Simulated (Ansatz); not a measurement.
```json
{"atom": "C", "x (Å)": "0.0000", "y (Å)": "0.0000", "z (Å)": "0.5600"}
{"atom": "H", "x (Å)": "0.0000", "y (Å)": "0.0000", "z (Å)": "-0.5600"}
```

Basis set: 6-31G (spherical functions). Frozen core: 1 orbital. Correlation on ROHF uses semicanonical orbitals with singles. Charge 0, multiplicity 2.

Computed with Ansatz (development build ahead of 0.2.0); free ground-state atoms in the same class of orbitals, no zero-point energy, no relativity.

The atomization energy of doublet CH from measured heats of formation, zero-point and thermal terms removed is 3.638 eV (G2/97 set, Curtiss et al., J. Chem. Phys. 106, 1063 (1997), as shipped with ASE); it holds spin-orbit and other relativistic effects.

**Question.** How far do ROHF-CCSD(T), UHF-CCSD(T) miss it in this basis?

**Answer.**

| method | atomization energy (eV) | computed − measured (eV) |
| --- | --- | --- |
| ROHF-CCSD(T) | 2.800 | -0.838 |
| UHF-CCSD(T) | 2.796 | -0.842 |

Caution: the reference determinant was not shown to be the lowest. Caution for UHF-CCSD(T): the unrestricted determinant is spin contaminated.

This basis has no polarisation functions and is too small for such energies, which can lie far from measured ones in either direction.
